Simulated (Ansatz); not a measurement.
# N2H3 (quartet): wave-function methods side by side at distance N1–H4 along a hydrogen transfer = 1.175 Å, cc-pVDZ

Aim: climb from Hartree-Fock through coupled cluster and multireference methods for N2H3 (quartet) at one geometry and basis, and see what each rung misses.

Method: cc-pVDZ, correlated electrons: outside noble gas; program: Ansatz 0.2.0, Gaussian basis.

To be run: UHF; CCSD(T) on ROHF; CCSD(T) on UHF; BCCD(T) on ROHF; CISD; CCSDT(Q) on ROHF; CCSDT(Q) on UHF; CASSCF and MRCISD+Q, 5 electrons in 5 orbitals; CASSCF and NEVPT2, 5 electrons in 5 orbitals; CASSCF and NEVPT2, 13 electrons in 11 orbitals.

### Step 1. The geometry

The geometry derives from fragments relaxed apart (PBE0/def2-TZVP) and kept rigid, so it is no stationary point. A hydrogen atom is moved between rigid fragments.

5 atoms, charge 0, spin multiplicity 4.

Atoms are counted from 1 here; the program's logs count them from 0.

Bond lengths: N1–H2 1.012 Å, N1–H3 1.012 Å, N1–H4 1.175 Å. Angles: H2–N1–H3 107.1°, H2–N1–H4 107.1°, H3–N1–H4 107.1°.

In the tables R marks a restricted open-shell determinant and U an unrestricted one; 'pair' is the active space of 5 electrons in 5 orbitals; 'valence' is the active space of 13 electrons in 11 orbitals; correlation energies count from the lowest restricted Hartree-Fock solution.

### Step 2. UHF

Contents of in.yaml:

```yaml
crystal:
  periodic: [false, false, false]
  atoms:
    - {symbol: N, position_ang: [-1.202576, -0.018366, -0.028586]}
    - {symbol: H, position_ang: [-1.499856, 0.949467, -0.028586]}
    - {symbol: H, position_ang: [-1.499855, -0.420665, 0.851673]}
    - {symbol: H, position_ang: [-0.027576, -0.018366, -0.028587]}
    - {symbol: N, position_ang: [1.420424, -0.018365, -0.028587]}
basis:
  gaussian: {orbitals: cc-pVDZ}
magnetization: {spin_polarized: true, initial_magnetization: 3}
hamiltonian: {xc: hf}
output: {orbitals: {seedname: orbitals}}
```

Run with:

```sh
> ansatz run in.yaml --threads 1 --pin off --events-out ev --progress --plain --max-ram 2393MiB
```

The runs that follow: CCSD(T) on ROHF; CCSD(T) on UHF; BCCD(T) on ROHF; CISD; CCSDT(Q) on ROHF; CCSDT(Q) on UHF; CASSCF and MRCISD+Q, 5 electrons in 5 orbitals; CASSCF and NEVPT2, 5 electrons in 5 orbitals; CASSCF and NEVPT2, 13 electrons in 11 orbitals.

**Question.** What will the summary of the whole plan be? Wanted: correlation energy, UCCSDT(Q); RMP2 from UCCSDT(Q); UMP2 from UCCSDT(Q); RCCSD from UCCSDT(Q); RCCSD(T) from UCCSDT(Q); UCCSD(T) from UCCSDT(Q); RCCSDT(Q) from UCCSDT(Q); NEVPT2 pair from UCCSDT(Q); MRCISD+Q pair from UCCSDT(Q).

**Answer**, as computed:

| quantity | value |
| --- | --- |
| correlation energy, UCCSDT(Q) | -8.5708 eV |
| RMP2 from UCCSDT(Q) | +107.8 kJ/mol |
| UMP2 from UCCSDT(Q) | +105.4 kJ/mol |
| RCCSD from UCCSDT(Q) | +19.3 kJ/mol |
| RCCSD(T) from UCCSDT(Q) | +3.2 kJ/mol |
| UCCSD(T) from UCCSDT(Q) | +3.0 kJ/mol |
| RCCSDT(Q) from UCCSDT(Q) | +0.2 kJ/mol |
| NEVPT2 pair from UCCSDT(Q) | +104.0 kJ/mol |
| MRCISD+Q pair from UCCSDT(Q) | +7.6 kJ/mol |
| NEVPT2 valence from UCCSDT(Q) | +118.1 kJ/mol |
| levels of the table within 1 kcal/mol (43 meV) | RCCSD(T), UCCSD(T), BCCD(T), RCCSDT, UCCSDT, RCCSDT(Q) |
| T1 diagnostic | 0.024 |
| effectively unpaired electrons | 3.02 |

RCCSD(T) misses by +3.2 kJ/mol, 0.4 % of the correlation energy. One determinant dominates. Of the multireference levels listed MRCISD+Q pair comes nearest in total energy (+7.6 kJ/mol), which doesn't show that its space is the better one. These misses are within one basis, not against nature; the frozen cores of restricted and unrestricted runs differ, which can shift their rows.
